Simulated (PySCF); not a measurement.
Compound: formic acid, CH2O2.
Bonds: O1–C2 (double), C2–O3. Hydrogens: H4 on C2; H5 on O3.

A GFN2-xTB structure was refined with PySCF, B3LYP/def2-TZVP geometry optimisation, gas phase. Its GFN2-xTB values:

```tsv
coordinate	GFN2-xTB
O1=C2	1.193 Å
C2–O3	1.322 Å
C2–H4	1.101 Å
O3–H5	0.973 Å
O1–C2–O3	125.6°
O1–C2–H4	124.9°
C2–O3–H5	110.9°
O3–C2–H4	109.5°
```

Q: How do these coordinates change at the B3LYP/def2-TZVP level?

A: 
```csv
coordinate,B3LYP/def2-TZVP (Å or °),change
C2–O3,1.344,+0.022
O1=C2,1.197,+0.004
C2–H4,1.097,-0.004
O3–H5,0.972,-0.001
C2–O3–H5,107.8,-3.1
O1–C2–H4,125.2,+0.3
O1–C2–O3,125.2,-0.4
O3–C2–H4,109.5,0.0
```

The energy falls by 0.016 eV over 6 energy and gradient evaluations, the largest force component goes from 0.0174 to 2.7e-04 Eh/bohr, and the atoms move by 0.016 Å rms after alignment. The bond that changes most is C2–O3 (carboxylic acid carbon to acid hydroxyl oxygen), which lengthens by 0.022 Å. Bonds longer at the end by more than 0.005 Å: 1 of 4; shorter: 0. Rotational constants go from 79211, 12253, 10612 to 78155, 12067, 10453 MHz.

The run used 105 basis functions and 38 SCF cycles in all. Hardware: one thread of an Arm Neoverse V1, on a shared host. Cost: 7.8 s of wall time, 0.39 GiB resident at most.

Stationary, but not proved a minimum. The numbers are those of one conformer.

Shape of the structure used: `[O:1]=[CH:2][OH:3]`: H–O3–C2–O1 0°.
